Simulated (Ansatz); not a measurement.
Born–Oppenheimer molecular dynamics of ClH$_{6}$NSi (9 atoms, charge 0, multiplicity 1). It starts at the highest image of a converged band, a first-order saddle point between two minima.

The calculation used RKS PBE0-D4/def2-SVP in Ansatz 0.2.0.

```
ensemble                      : NVE (velocity Verlet)
time step                     : 0.5 fs
steps asked                   : 200
starting velocities drawn for : 300 K
seed                          : 8838
```

Frames 0.5 fs apart, positions in Å, forces in eV/Å.

Velocities at 55 fs (Å/ps):

```
Si 3.28 -4.44 -0.35
N 2.94 -1.97 3.09
H -8.82 11.04 -2.81
H -6.18 -4.08 -8.16
H -13.11 -7.01 -5.52
H -1.08 -6.55 10.45
H 20.01 -9.46 -10.57
Cl -3.22 4.85 -1.01
H -9.61 -3.69 18.72
```

```xyz
9
Properties=species:S:1:pos:R:3:forces:R:3 time_fs=55 energy_less_start_eV=0.054 T=241
Si 0.214 -0.306 0.124 -1.51 -0.33 0.80
N 0.061 -0.141 2.077 0.05 -0.54 0.95
H -0.877 0.192 2.324 0.12 0.01 -0.02
H 0.738 0.534 2.468 -0.23 -0.38 -0.17
H 1.380 0.133 -0.584 0.85 0.35 -0.82
H -0.516 1.034 0.215 -0.03 0.37 -0.36
H -0.992 -1.093 -0.359 0.49 0.12 -0.11
Cl 1.348 -2.157 0.756 0.25 -0.47 -0.07
H 0.237 -1.094 2.476 0.00 0.86 -0.21
9
Properties=species:S:1:pos:R:3:forces:R:3 time_fs=55.5 energy_less_start_eV=0.058 T=236
Si 0.215 -0.308 0.124 -1.55 -0.33 0.86
N 0.063 -0.142 2.079 -0.40 -0.66 0.94
H -0.881 0.198 2.323 0.37 -0.08 -0.08
H 0.735 0.532 2.464 -0.05 -0.22 -0.05
H 1.374 0.130 -0.587 0.93 0.39 -0.87
H -0.516 1.031 0.220 -0.03 0.36 -0.36
H -0.981 -1.097 -0.365 0.42 0.11 -0.12
Cl 1.347 -2.155 0.756 0.29 -0.50 -0.06
H 0.233 -1.095 2.485 0.01 0.93 -0.25
9
Properties=species:S:1:pos:R:3:forces:R:3 time_fs=56 energy_less_start_eV=0.059 T=236
Si 0.217 -0.311 0.124 -1.51 -0.30 0.88
N 0.064 -0.143 2.081 -0.84 -0.73 0.87
H -0.884 0.203 2.321 0.58 -0.16 -0.13
H 0.731 0.529 2.459 0.15 -0.03 0.07
H 1.371 0.128 -0.593 0.95 0.40 -0.88
H -0.517 1.029 0.224 -0.02 0.34 -0.37
H -0.970 -1.101 -0.370 0.34 0.09 -0.14
Cl 1.345 -2.152 0.755 0.32 -0.53 -0.05
H 0.228 -1.094 2.493 0.03 0.92 -0.25
9
Properties=species:S:1:pos:R:3:forces:R:3 time_fs=56.5 energy_less_start_eV=0.055 T=240
Si 0.218 -0.313 0.124 -1.41 -0.22 0.85
N 0.065 -0.144 2.083 -1.22 -0.75 0.77
H -0.886 0.208 2.319 0.73 -0.23 -0.16
H 0.728 0.525 2.455 0.35 0.15 0.18
H 1.370 0.127 -0.601 0.90 0.40 -0.85
H -0.517 1.028 0.227 -0.01 0.31 -0.37
H -0.957 -1.105 -0.376 0.25 0.07 -0.16
Cl 1.344 -2.150 0.755 0.35 -0.56 -0.04
H 0.223 -1.090 2.501 0.05 0.83 -0.23
9
Properties=species:S:1:pos:R:3:forces:R:3 time_fs=57 energy_less_start_eV=0.047 T=249
Si 0.219 -0.315 0.124 -1.24 -0.12 0.79
N 0.066 -0.146 2.085 -1.50 -0.69 0.62
H -0.887 0.212 2.317 0.80 -0.26 -0.17
H 0.726 0.523 2.451 0.51 0.31 0.28
H 1.371 0.126 -0.611 0.80 0.37 -0.78
H -0.518 1.027 0.229 0.01 0.28 -0.36
H -0.944 -1.109 -0.383 0.15 0.03 -0.19
Cl 1.342 -2.147 0.754 0.38 -0.58 -0.03
H 0.219 -1.085 2.509 0.09 0.67 -0.17
9
Properties=species:S:1:pos:R:3:forces:R:3 time_fs=57.5 energy_less_start_eV=0.034 T=263
Si 0.220 -0.318 0.124 -1.02 0.01 0.70
N 0.067 -0.147 2.087 -1.67 -0.55 0.47
H -0.885 0.216 2.314 0.80 -0.27 -0.15
H 0.725 0.521 2.448 0.63 0.42 0.34
H 1.374 0.127 -0.623 0.65 0.32 -0.67
H -0.519 1.028 0.230 0.03 0.23 -0.35
H -0.931 -1.113 -0.390 0.04 0.00 -0.22
Cl 1.341 -2.145 0.754 0.41 -0.60 -0.03
H 0.214 -1.077 2.516 0.12 0.45 -0.08
9
Properties=species:S:1:pos:R:3:forces:R:3 time_fs=58 energy_less_start_eV=0.021 T=278
Si 0.221 -0.320 0.125 -0.77 0.15 0.58
N 0.068 -0.149 2.089 -1.69 -0.31 0.30
H -0.881 0.219 2.311 0.72 -0.26 -0.13
H 0.725 0.520 2.446 0.67 0.46 0.36
H 1.379 0.128 -0.636 0.47 0.25 -0.54
H -0.519 1.028 0.231 0.06 0.17 -0.34
H -0.917 -1.117 -0.397 -0.06 -0.04 -0.24
Cl 1.339 -2.143 0.753 0.44 -0.62 -0.02
H 0.210 -1.069 2.522 0.17 0.17 0.03
9
Properties=species:S:1:pos:R:3:forces:R:3 time_fs=58.5 energy_less_start_eV=0.009 T=291
Si 0.222 -0.322 0.125 -0.50 0.31 0.43
N 0.068 -0.150 2.091 -1.56 0.00 0.15
H -0.876 0.222 2.308 0.56 -0.21 -0.08
H 0.727 0.520 2.445 0.64 0.43 0.33
H 1.385 0.130 -0.651 0.27 0.18 -0.40
H -0.520 1.030 0.230 0.08 0.12 -0.33
H -0.904 -1.121 -0.405 -0.16 -0.07 -0.27
Cl 1.338 -2.141 0.753 0.47 -0.63 -0.01
H 0.206 -1.060 2.529 0.21 -0.12 0.16
9
Properties=species:S:1:pos:R:3:forces:R:3 time_fs=59 energy_less_start_eV=0.001 T=299
Si 0.223 -0.325 0.125 -0.24 0.46 0.28
N 0.068 -0.152 2.094 -1.29 0.34 0.01
H -0.869 0.224 2.304 0.34 -0.13 -0.02
H 0.731 0.521 2.444 0.54 0.32 0.27
H 1.391 0.133 -0.667 0.07 0.11 -0.24
H -0.520 1.031 0.229 0.11 0.06 -0.31
H -0.891 -1.125 -0.414 -0.25 -0.10 -0.29
Cl 1.336 -2.139 0.752 0.49 -0.65 0.00
H 0.203 -1.052 2.536 0.24 -0.41 0.29
9
Properties=species:S:1:pos:R:3:forces:R:3 time_fs=59.5 energy_less_start_eV=0.000 T=300
Si 0.224 -0.327 0.126 0.00 0.60 0.12
N 0.068 -0.154 2.096 -0.92 0.66 -0.09
H -0.862 0.226 2.301 0.07 -0.03 0.06
H 0.736 0.523 2.444 0.38 0.17 0.19
H 1.397 0.135 -0.683 -0.13 0.03 -0.09
H -0.520 1.033 0.227 0.13 0.00 -0.29
H -0.879 -1.130 -0.423 -0.33 -0.12 -0.30
Cl 1.335 -2.137 0.752 0.52 -0.66 0.01
H 0.201 -1.045 2.544 0.27 -0.66 0.40
9
Properties=species:S:1:pos:R:3:forces:R:3 time_fs=60 energy_less_start_eV=0.005 T=294
Si 0.225 -0.329 0.126 0.22 0.72 -0.04
N 0.067 -0.155 2.098 -0.47 0.91 -0.15
H -0.854 0.227 2.297 -0.22 0.09 0.13
H 0.742 0.525 2.444 0.20 0.00 0.09
H 1.404 0.138 -0.699 -0.30 -0.04 0.06
H -0.520 1.035 0.225 0.15 -0.06 -0.26
H -0.867 -1.134 -0.433 -0.39 -0.13 -0.31
Cl 1.333 -2.135 0.751 0.54 -0.68 0.02
H 0.199 -1.039 2.553 0.28 -0.81 0.46
9
Properties=species:S:1:pos:R:3:forces:R:3 time_fs=60.5 energy_less_start_eV=0.016 T=283
Si 0.226 -0.331 0.126 0.39 0.81 -0.20
N 0.067 -0.157 2.101 -0.02 1.06 -0.15
H -0.847 0.229 2.294 -0.50 0.20 0.21
H 0.748 0.528 2.445 0.01 -0.18 -0.01
H 1.409 0.141 -0.716 -0.46 -0.10 0.20
H -0.519 1.036 0.222 0.17 -0.11 -0.24
H -0.857 -1.139 -0.444 -0.43 -0.12 -0.31
Cl 1.332 -2.133 0.751 0.57 -0.69 0.03
H 0.197 -1.035 2.563 0.27 -0.87 0.48
```

Of the whole run (100 fs, mean temperature of the second half 238 K): The conserved energy stayed within 0.15 meV per atom of its start (net change 0.072 meV per atom), so the integration is sound. A run of 0.1 ps of so small a system gives no equilibrium averages. The orbitals stay closed-shell, which can raise the energy where a bond breaks towards radicals; this wasn't checked here.

The run took 9.6 min on 1 thread of Arm Neoverse V1 (shared host), peak memory 0.15 GiB.
